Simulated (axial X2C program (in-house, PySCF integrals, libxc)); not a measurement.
**Worked dissociation energy of SiCl⁺: MP2, scalar-relativistic**

Calculated with an axial X2C code built on PySCF integrals. Spin-free means the one-electron spin-free X2C Hamiltonian. Basis: Cl dyall-av3z [9s8p3d2f], Si dyall-v3z [8s7p2d1f] (cores contracted in-house); Gaussian nuclei, density fitting, unrestricted open shells. Masses: Cl 34.969 u, Si 27.977 u.

Molecular state: M_S = 0, Λ = 0 (closed shell).

Correlated methods: 10 electrons correlated (number of frozen shells: Cl 2 s, 1 p; Si 2 s, 1 p), 168 virtual spin orbitals or spinors in MP2.

```
E(Cl) (2M_S = 1, M_L = 1)  : -461.066971 hartree
E(Si+) (2M_S = 1, M_L = 0) : -289.224889 hartree
E(SiCl⁺) at Re             : -750.482172 hartree
ωe                         : 675.3 cm⁻¹
ωexe                       : 2.1 cm⁻¹
```

(1) Work out De and D0.

Occupations by symmetry block were frozen at the best pattern of an incomplete PBE0 search. Closed shells are restricted here (equal orbitals for both partners); the stretched side of such a curve lies too high. Dissociation energies refer to the lowest single-determinant-based atoms at the same level and basis.

Each atomic determinant is the lowest at this level and need not be a pure term. Totals compare only within one Hamiltonian and basis.

Answers

(1) De = -461.066971 + (-289.224889) − (-750.482172) = 0.19031 hartree = 5.179 eV. The zero-point energy is ωe/2 − ωexe/4 = 337 cm⁻¹ = 0.042 eV, so D0 = 5.137 eV.
